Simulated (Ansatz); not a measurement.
Results of PBEsol (Ansatz, a program for electronic structure, PAW) for 1T (CdI2-type) PdTe2.

Rigid layers of the crystal as relaxed at this level are moved apart or together:

```csv
run,k mesh,layer repeat (Å),energy against free layers (meV/Å²),gap on the mesh (eV)
1,12×12×8,4.83,-30.42,0.000
2,12×12×8,4.98,-34.26,0.000
3,12×12×8,5.13,-34.50,0.000
4,12×12×6,5.33,-31.23,0.000
5,12×12×6,5.63,-24.46,0.000
6,12×12×6,6.13,-13.00,0.000
7,12×12×6,7.13,-1.77,0.000
8,12×12×4,9.13,0.50,0.338
```

The lowest energy of these points lies at a layer repeat of 5.13 Å.

Spin–orbit coupling is not included.

Note: the cell comes from a level without a dispersion term, which matters for the spacing of layers, chains or molecules.
